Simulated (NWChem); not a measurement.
# Correlation energy of hydrogen chloride (HCl)

```
Cl
H 1 1.2897
```
Charge 0, spin multiplicity 1.

The numbers come from NWChem runs, not from measurements. The geometry was optimised at B3LYP/def2-SVP, a minimum by its harmonic frequencies.

Basis set: 6-31G*. Each correlation energy counts from its own Hartree-Fock reference.

The correlated methods keep 5 core orbitals frozen. The Pople sets run with spherical d functions. Coupled-cluster values serve here as a point of comparison, not as the truth.

```tsv
method	correlation energy (mHa)
CCSDT	-150.7
CR-CCSD[T]	-150.2
MP2	[?]
CCSD(T)	-150.4
CCSD	[?]
CR-CCSD(T)	-150.1
SCS-MP2	[?]
CCSD+T(CCSD)	-150.5
```

**Question.** Fill in the missing entries.

**Answer.** 
- MP2, correlation energy (mHa): -130.9
- CCSD, correlation energy (mHa): -148.1
- SCS-MP2, correlation energy (mHa): -129.7
